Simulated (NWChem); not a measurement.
# Total energies of O2 (-1)

```xyz
2

O      0.0000     0.0000     0.6606
O      0.0000     0.0000    -0.6606
```
Charge -1, spin multiplicity 2.

Program: NWChem. All single points use one geometry, from UPBE0/def2-SVP, a minimum by its harmonic frequencies.

Basis set: aug-cc-pVDZ (46 functions).

| method | total energy (Ha) |
|---|---|
| UHF | -149.61427 |
| UMP2 | -150.00898 |
| UB2PLYP | -150.25019 |
| UPBE | -150.22449 |
| UB3LYP | -150.36935 |
| UTPSS | -150.38830 |

Total energies of different functionals aren't comparable as a measure of quality: only differences taken within one method are. 

The correlated methods keep 2 core orbitals frozen. B3LYP has NWChem's definition, with VWN1-RPA local correlation. The structure started from a generated list of species. The unpaired electrons of the parent sit in orbitals of symmetry b3g (D2h labels of the run); other states weren't searched. The anion's geometry comes from a basis without diffuse functions. No SCF solution was tested for a lower state. Open-shell Hartree-Fock references start from PBE0 orbitals.
